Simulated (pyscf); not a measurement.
Optimised with ωB97X-D3(BJ)/def2-SVP in PySCF.

Task: Estimate by transition-state theory the rate constant of H₃C–Zr(Cl)(Cl)–Cl + hydrogen (H₂) → methane (CH₄) + Cl–ZrH(Cl)–Cl (singlet surface; C–Zr, H–H broken, C–H, H–Zr formed) at 600 K, with ωB97M-D3(BJ)/def2-TZVP energies (ideal gas, 1 atm, RRHO with modes under 100 cm⁻¹ raised to 100, one conformer, R ln 2 for chiral ones without a mode under 150 cm⁻¹; no tunnelling).

Result: The electronic barrier is 20.8 kcal/mol and the thermal terms add +19.8, so ΔG‡ = 40.5 kcal/mol. With k_BT/h = 1.25e+13 s⁻¹ and RT = 1.192 kcal/mol, and a volume of 8.18e-20 cm³ per molecule at 1 atm, k = 1.8e-21 cm³ molecule⁻¹ s⁻¹. Wigner's tunnelling factor for 1027i cm⁻¹ would be 1.25. A shift of 1 kcal/mol in the barrier changes k by a factor 2.3. At the saddle there is also a short H–Zr contact that neither side keeps. This is the saddle that the search found; another between the same sides may lie lower. Elements past Kr carry the def2 core potentials, without spin-orbit coupling.
